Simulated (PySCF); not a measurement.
Gas-phase reaction: O₂ + C₂H₆ ⇌ HCHO (formaldehyde) + CH₃OH

Computed with PySCF and rigid-rotor harmonic-oscillator thermochemistry at 1 bar. Table values come from the NASA 1993 polynomials. † marks an energy on the PBE0/def2-TZVP geometry and frequencies. MP2 freezes the core. Open shells (unrestricted): O₂ (multiplicity 3); the rest are closed-shell singlets. MP2 isn't extrapolated to the basis-set limit.

Levels: a) HF/def2-TZVP†; b) PBE0/def2-QZVP†; c) MP2/def2-TZVPP†; d) PBE/def2-TZVP†; e) LDA/def2-TZVP†.

Q: Order the levels by the distance of their ΔH°(298 K) from the table for this reaction, closest first.

A: c (-4 kJ), e (+19 kJ), b (+33 kJ), d (+43 kJ), a (+57 kJ)

The table gives -226 kJ. The order holds for this reaction alone, and for the 1993 entries, some of which have been revised since.
